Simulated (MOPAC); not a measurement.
MOPAC input (PM3):

```
PM3 FORCE THERMO(298,298) PRECISE LET CHARGE=-1 GEO-OK AUX(PRECISION=9) THREADS=1
CH5Si

C    -0.01390533 1   -0.06169765 1   -1.20498556 1
Si    0.00786283 1    0.14515314 1    0.68895905 1
H    -0.01708912 1   -1.09822000 1   -1.55062357 1
H    -0.90017398 1    0.42218719 1   -1.62580829 1
H     0.86161886 1    0.42358948 1   -1.64621963 1
H    -1.12172831 1   -0.80448672 1    1.06681634 1
H     1.14740572 1   -0.80268747 1    1.04054065 1
```

From the last part of the output:

```
     H    7   2.240247

          HEAT OF FORMATION =     -18.524582 KCALS/MOLE

          ZERO POINT ENERGY      31.651 KCAL/MOL

           NORMAL COORDINATE ANALYSIS (Total motion = 1 Angstrom)

   Root No.       1         2         3         4         5         6         7         8

                 1 A"      1 A'      2 A"      2 A'      3 A'      3 A"      4 A'      5 A'

                 135.7     610.0     619.2     643.0     858.4     870.8     875.2    1282.0

           1   -0.0000    0.1660   -0.0000   -0.0461   -0.0023   -0.0000    0.0012   -0.0622
           2    0.0000    0.0109    0.0000    0.0092   -0.0479    0.0000   -0.0240   -0.0031
           3   -0.0023    0.0000   -0.0059    0.0000   -0.0000   -0.0571   -0.0000   -0.0000
           4    0.0000   -0.0939   -0.0000    0.0052   -0.0067    0.0000   -0.0117   -0.0043
           5   -0.0000    0.0054    0.0000    0.0090    0.0231   -0.0000   -0.0081   -0.0000
           6    0.0103    0.0000   -0.0079    0.0000    0.0000    0.0177   -0.0000    0.0000
           7    0.0000    0.0061    0.0000   -0.2208    0.2459   -0.0000    0.1164    0.2787
           8   -0.0000   -0.0578   -0.0000   -0.0763    0.0723   -0.0000    0.0313    0.1237
           9    0.1916   -0.0000    0.0775   -0.0000    0.0000    0.0723    0.0000    0.0000
          10   -0.0045    0.1973   -0.1585    0.0556   -0.1323   -0.2492   -0.0609    0.2924
          11    0.1702   -0.0392   -0.0050   -0.0651    0.0525   -0.0139    0.0205   -0.0413
          12   -0.1021    0.0044    0.0701   -0.0002   -0.0005    0.0663    0.0009   -0.0980
          13    0.0045    0.1973    0.1585    0.0556   -0.1323    0.2492   -0.0609    0.2924
          14   -0.1702   -0.0392    0.0050   -0.0651    0.0525    0.0139    0.0205   -0.0413
          15   -0.1021   -0.0044    0.0701    0.0002    0.0005    0.0663   -0.0009    0.0980
          16    0.0034    0.1182    0.2769    0.2574    0.1167   -0.1670    0.1585   -0.0010
          17   -0.1559   -0.0722   -0.0293   -0.0772   -0.1245    0.0177    0.2194   -0.0020
          18   -0.1243   -0.0169    0.0368   -0.0069   -0.0911   -0.0088    0.2318    0.0022
          19   -0.0034    0.1182   -0.2769    0.2574    0.1167    0.1670    0.1585   -0.0010
          20    0.1559   -0.0722    0.0293   -0.0772   -0.1245   -0.0177    0.2194   -0.0020
          21   -0.1242    0.0169    0.0368    0.0069    0.0911   -0.0088   -0.2318   -0.0022

   Root No.       9        10        11        12        13        14        15

                 6 A'      4 A"      5 A"      7 A'      8 A'      6 A"      9 A'

                1421.3    1426.7    1961.7    1964.0    3121.3    3121.9    3229.3

           1    0.0024   -0.0000    0.0000   -0.0015    0.0024   -0.0000    0.0234
           2   -0.0453    0.0000   -0.0000   -0.0008   -0.0508    0.0000    0.0008
           3   -0.0000   -0.0436   -0.0005    0.0000   -0.0000   -0.0566   -0.0000
           4   -0.0000   -0.0000   -0.0000   -0.0060   -0.0001   -0.0000    0.0007
           5   -0.0002    0.0000    0.0000   -0.0214   -0.0003   -0.0000    0.0000
           6    0.0000   -0.0004   -0.0255   -0.0000    0.0000   -0.0004    0.0000
           7   -0.1510    0.0000   -0.0000    0.0007   -0.1919    0.0000   -0.1166
           8   -0.0813   -0.0000   -0.0000   -0.0012    0.4254    0.0000    0.3082
           9   -0.0000    0.4297    0.0007   -0.0000    0.0000   -0.0320    0.0000
          10    0.0595    0.1462    0.0008    0.0009    0.0832    0.1551   -0.0912
          11    0.3134   -0.2105   -0.0010   -0.0005    0.0938    0.2328   -0.1589
          12   -0.2214    0.0516   -0.0017   -0.0024    0.2046    0.3580   -0.2656
          13    0.0595   -0.1462   -0.0008    0.0009    0.0832   -0.1551   -0.0912
          14    0.3134    0.2105    0.0010   -0.0005    0.0938   -0.2328   -0.1589
          15    0.2214    0.0517   -0.0017    0.0024   -0.2046    0.3580    0.2656
          16    0.0019    0.0012   -0.0902    0.0919    0.0005   -0.0008   -0.0004
          17    0.0002    0.0005   -0.3118    0.3044    0.0008   -0.0005   -0.0001
          18    0.0025   -0.0011    0.3597   -0.3658   -0.0005    0.0006    0.0002
          19    0.0019   -0.0012    0.0902    0.0919    0.0005    0.0008   -0.0004
          20    0.0002   -0.0005    0.3118    0.3044    0.0008    0.0005   -0.0001
          21   -0.0025   -0.0011    0.3597    0.3658    0.0005    0.0006   -0.0002

           MASS-WEIGHTED COORDINATE ANALYSIS (NORMAL COORDINATES)

   Root No.       1         2         3         4         5         6         7         8

                 1 A"      1 A'      2 A"      2 A'      3 A'      3 A"      4 A'      5 A'

                 135.7     610.0     619.2     643.0     858.4     870.8     875.2    1282.0

           1   -0.0000    0.6853   -0.0000   -0.3231   -0.0165   -0.0000    0.0080   -0.3721
           2    0.0000    0.0451    0.0000    0.0645   -0.3492    0.0000   -0.1541   -0.0184
           3   -0.0176    0.0000   -0.0431    0.0000   -0.0000   -0.3999   -0.0000   -0.0000
           4    0.0000   -0.5924   -0.0000    0.0555   -0.0751    0.0000   -0.1150   -0.0393
           5   -0.0000    0.0340    0.0000    0.0964    0.2570   -0.0000   -0.0792   -0.0001
           6    0.1226    0.0000   -0.0879    0.0000    0.0000    0.1895   -0.0000    0.0000
           7    0.0000    0.0073    0.0000   -0.4477    0.5189   -0.0000    0.2165    0.4827
           8   -0.0000   -0.0691   -0.0000   -0.1547    0.1526   -0.0000    0.0581    0.2142
           9    0.4305   -0.0000    0.1629   -0.0000    0.0000    0.1467    0.0000    0.0000
          10   -0.0102    0.2359   -0.3334    0.1128   -0.2791   -0.5058   -0.1132    0.5064
          11    0.3824   -0.0469   -0.0105   -0.1320    0.1108   -0.0282    0.0381   -0.0716
          12   -0.2294    0.0053    0.1475   -0.0005   -0.0010    0.1346    0.0017   -0.1698
          13    0.0102    0.2359    0.3334    0.1128   -0.2791    0.5058   -0.1132    0.5064
          14   -0.3824   -0.0469    0.0105   -0.1320    0.1108    0.0282    0.0381   -0.0716
          15   -0.2294   -0.0053    0.1475    0.0005    0.0011    0.1346   -0.0017    0.1698
          16    0.0077    0.1413    0.5824    0.5220    0.2463   -0.3390    0.2948   -0.0018
          17   -0.3503   -0.0863   -0.0615   -0.1565   -0.2626    0.0359    0.4079   -0.0035
          18   -0.2792   -0.0203    0.0774   -0.0140   -0.1923   -0.0178    0.4309    0.0037
          19   -0.0077    0.1413   -0.5824    0.5220    0.2463    0.3390    0.2948   -0.0018
          20    0.3503   -0.0863    0.0615   -0.1565   -0.2626   -0.0359    0.4079   -0.0035
          21   -0.2792    0.0203    0.0774    0.0140    0.1923   -0.0178   -0.4309   -0.0037

   Root No.       9        10        11        12        13        14        15

                 6 A'      4 A"      5 A"      7 A'      8 A'      6 A"      9 A'

                1421.3    1426.7    1961.7    1964.0    3121.3    3121.9    3229.3

           1    0.0141   -0.0000    0.0000   -0.0077    0.0137   -0.0000    0.1422
           2   -0.2623    0.0000   -0.0000   -0.0037   -0.2909    0.0000    0.0046
           3   -0.0000   -0.2567   -0.0023    0.0000   -0.0000   -0.2908   -0.0000
           4   -0.0003   -0.0000   -0.0000   -0.0457   -0.0013   -0.0000    0.0069
           5   -0.0019    0.0000    0.0000   -0.1627   -0.0027   -0.0000    0.0002
           6    0.0000   -0.0035   -0.1929   -0.0000    0.0000   -0.0029    0.0000
           7   -0.2533    0.0000   -0.0000    0.0010   -0.3182    0.0000   -0.2051
           8   -0.1364   -0.0000   -0.0000   -0.0017    0.7052    0.0000    0.5420
           9   -0.0000    0.7325    0.0010   -0.0000    0.0000   -0.0477    0.0000
          10    0.0998    0.2493    0.0011    0.0012    0.1379    0.2306   -0.1604
          11    0.5257   -0.3589   -0.0015   -0.0008    0.1555    0.3462   -0.2793
          12   -0.3713    0.0881   -0.0024   -0.0035    0.3393    0.5325   -0.4671
          13    0.0998   -0.2493   -0.0011    0.0012    0.1379   -0.2306   -0.1604
          14    0.5256    0.3589    0.0015   -0.0008    0.1555   -0.3462   -0.2794
          15    0.3713    0.0881   -0.0024    0.0035   -0.3393    0.5325    0.4671
          16    0.0032    0.0021   -0.1292    0.1321    0.0008   -0.0012   -0.0007
          17    0.0004    0.0008   -0.4465    0.4376    0.0014   -0.0007   -0.0001
          18    0.0042   -0.0019    0.5151   -0.5260   -0.0009    0.0010    0.0004
          19    0.0032   -0.0021    0.1292    0.1321    0.0008    0.0012   -0.0007
          20    0.0004   -0.0008    0.4465    0.4376    0.0014    0.0007   -0.0001
          21   -0.0042   -0.0019    0.5151    0.5260    0.0009    0.0010   -0.0004

          DESCRIPTION OF VIBRATIONS

 VIBRATION          1    1A"         ATOM PAIR     ENERGY CONTRIBUTION    RADIAL
 FREQUENCY           135.72         C 1 -- H 4         +27.6% (348.6%)      0.1%
 TRANSITION DIPOLE   0.3114         C 1 -- H 5         +27.6% (348.6%)      0.1%
 TRAVEL (Ang.)       0.0000         C 1 -- H 3         +26.7% (343.2%)      0.0%
 REDUCED MASS        0.2020         Si2 -- H 7          +8.9% (197.7%)      2.0%
 EFFECTIVE MASS      3.9723
 FORCE CONSTANT      0.0022

 VIBRATION          2    1A'         ATOM PAIR     ENERGY CONTRIBUTION    RADIAL
 FREQUENCY           609.97         C 1 -- Si2         +32.9% (111.5%)    100.0%
 TRANSITION DIPOLE   0.3551         C 1 -- H 3         +20.4% ( 87.7%)      6.8%
 TRAVEL (Ang.)       0.1339         C 1 -- H 5         +18.1% ( 82.6%)     18.0%
 REDUCED MASS        6.1626         C 1 -- H 4         +18.1% ( 82.6%)     18.0%
 EFFECTIVE MASS     16.9241
 FORCE CONSTANT      1.3509

 VIBRATION          3    2A"         ATOM PAIR     ENERGY CONTRIBUTION    RADIAL
 FREQUENCY           619.15         Si2 -- H 6         +25.9% ( 66.3%)      1.1%
 TRANSITION DIPOLE   0.2251         Si2 -- H 7         +25.9% ( 66.3%)      1.1%
 TRAVEL (Ang.)       0.6198         C 1 -- H 4         +21.1% ( 59.8%)      0.8%
 REDUCED MASS        0.2835         C 1 -- H 5         +21.1% ( 59.8%)      0.8%
 EFFECTIVE MASS      1.1709
 FORCE CONSTANT      0.0640

 VIBRATION          4    2A'         ATOM PAIR     ENERGY CONTRIBUTION    RADIAL
 FREQUENCY           643.04         C 1 -- H 3         +24.6% ( 69.1%)     34.0%
```

The dipole moment of an ion depends on the origin.
